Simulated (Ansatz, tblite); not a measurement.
Cost and result up the ladder for MgMe(NH2) (CH₅MgN) (8 atoms). Charge 0, multiplicity 1. Geometry: B3LYP-D4/def2-TZVP.

```tsv
atom	x (Å)	y (Å)	z (Å)
Mg1	-0.0218	-0.2575	0.2084
C2	0.1250	1.3645	-1.0940
H3	0.2306	2.3089	-0.5531
H4	-0.7608	1.4504	-1.7296
H5	0.9900	1.2704	-1.7565
N6	-0.1584	-1.7334	1.3907
H7	-1.0066	-2.0982	1.8019
H8	0.6019	-2.3051	1.7321
```

Ansatz on 4 threads of Arm Neoverse V2 on a shared host; xTB runs through tblite on one thread. Times are rough, summed over both states, and most runs start from the orbitals of an earlier one. PBE0-D4/def2-TZVP serves as the yardstick here, not as an exact answer. The other state is a triplet.

The xTB rows come from tblite. HOMO above LUMO, or a gap near zero within one spin, warns that the state may not be the lowest or that an electron is smeared out.

xTB has no spin-polarisation term.

| level | functions | wall time | vertical triplet (eV) | difference from PBE0-D4/def2-TZVP (eV) | remarks |
| --- | --- | --- | --- | --- | --- |
| GFN1-xTB | 22 | 0.005 s | 3.72 | -0.31 | – |
| GFN2-xTB | 22 | 0.005 s | 2.57 | -1.47 | – |
| PBE-D4/def2-TZVP | 124 | 1.8 s | 3.77 | -0.27 | gap within one spin near zero (triplet) |
| r2SCAN-D4/def2-TZVP | 124 | 3.7 s | 3.90 | -0.14 | gap within one spin near zero (triplet) |
| PBE0-D4/def2-TZVP (with forces) | 124 | 4.3 s | 4.04 | 0.00 | – |
